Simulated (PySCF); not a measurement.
Magnetic susceptibility: `InChI=1S/H2O/h1H2`

Geometry:
```tsv
atom	x (Å)	y (Å)	z (Å)
O1	0.004	0.398	-0.002
H2	-0.750	-0.200	0.031
H3	0.757	-0.201	-0.041
```

Computed, not measured: GIAO BP86/aug-pcSseg-2 magnetisability, rotational g tensor and spin-rotation constants, non-relativistic, gas phase (PySCF). Geometry: PBE0-D3(BJ)/def2-SVP.

How diamagnetic is it, and how anisotropic?

Isotropic -238 × 10⁻³⁰ J/T², or -14.3 × 10⁻⁶ cm³/mol; principal values -239, -239, -236 × 10⁻³⁰ J/T², anisotropy 2 × 10⁻³⁰ J/T² (root of half the summed squared differences of the principal values). The susceptibility is in cgs units.

Split it along the inertial axes a, b, c into diamagnetic and paramagnetic parts about the centre of mass, with the quadrupole moment.


| axis | χ (10⁻⁶ cm³/mol) | diamagnetic (10⁻⁶ cm³/mol) | paramagnetic (10⁻⁶ cm³/mol) | summed x² of all electrons (Å²) | quadrupole Θ (D Å) |
| --- | --- | --- | --- | --- | --- |
| a | -14.2 | -15.0 | 0.8 | 2.1 | +2.49 |
| b | -14.4 | -15.8 | 1.4 | 1.9 | -0.08 |
| c | -14.4 | -17.0 | 2.6 | 1.6 | -2.42 |

Anisotropies 2χaa − χbb − χcc = +0.3 and 2χbb − χaa − χcc = -0.2 × 10⁻⁶ cm³/mol. Θ is traceless in Buckingham's convention.

And the rotational g tensor?


| axis | rotational constant (GHz) | g | nuclear part | electronic part |
| --- | --- | --- | --- | --- |
| a | 788.9449 | +0.6464 | 0.9440 | -0.2976 |
| b | 440.5952 | +0.7061 | 0.9995 | -0.2934 |
| c | 282.7117 | +0.6341 | 0.9796 | -0.3454 |

Asymmetric top; isotopes 1H, 16O; no vibrational averaging.
